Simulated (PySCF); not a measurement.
Choosing a molecule for a target property.

Each SMILES stands for a single optimised conformer of the isolated species, non-relativistic unless stated. Electronic properties by PySCF.

Dipoles, sizes and rotational constants follow the conformer. The torsions of the flexible species, by atom-mapped SMILES:
- `[CH2:1]=[CH:2]/[C:3]([F:4])=[C:5](/[CH3:6])[Cl:7]`: C1–C2–C3–F4 0°
- `[CH3:1][C@@H:2]1[CH:3]=[C:4]1[SiH2:5][Cl:6]`: C3–C4–Si5–Cl6 -127°

(1) Wanted: static isotropic polarisability between 40 au and 70 au (CAM-B3LYP/def2-SVPD) and lowest singlet excitation above 5 eV (TDDFT CAM-B3LYP/def2-SVPD), at GFN2-xTB geometries. Which candidate meets both?
A. `CC(=O)C#CC(F)(F)F`
B. `FC(F)(F)F`
C. `FC1=C[C@H](F)C(F)=CO1`
D. `C=C/C(F)=C(/C)Cl`

(2) Wanted: HOMO–LUMO gap between 8 eV and 8.8 eV (CAM-B3LYP/def2-SVPD) and lowest triplet excitation (Tamm–Dancoff) below 10 eV (TDA CAM-B3LYP/def2-SVPD), at GFN2-xTB geometries. Which candidate meets both?
A. `C=C/C(F)=C(/C)Cl`
B. `CC(=O)C#CC(F)(F)F`
C. `C[C@@H]1C=C1[SiH2]Cl`
D. `FC1=C[C@H](F)C(F)=CO1`
E. `FC(F)(F)F`

Answers

(1) C. Computed values:
```csv
species,static isotropic polarisability,lowest singlet excitation
FC(F)(F)F,18.8 au,12.23 eV
FC1=C[C@H](F)C(F)=CO1,60.8 au,6.35 eV
CC(=O)C#CC(F)(F)F,65.1 au,4.01 eV
C=C/C(F)=C(/C)Cl,82.0 au,5.36 eV
```

(2) B. Computed values:
```
              species  HOMO–LUMO gap  lowest triplet excitation (Tamm–Dancoff)
     C=C/C(F)=C(/C)Cl        7.76 eV                                   3.00 eV
    CC(=O)C#CC(F)(F)F        8.62 eV                                   3.45 eV
 C[C@@H]1C=C1[SiH2]Cl        8.92 eV                                   3.72 eV
FC1=C[C@H](F)C(F)=CO1        9.62 eV                                   4.27 eV
            FC(F)(F)F       15.64 eV                                  12.03 eV
```
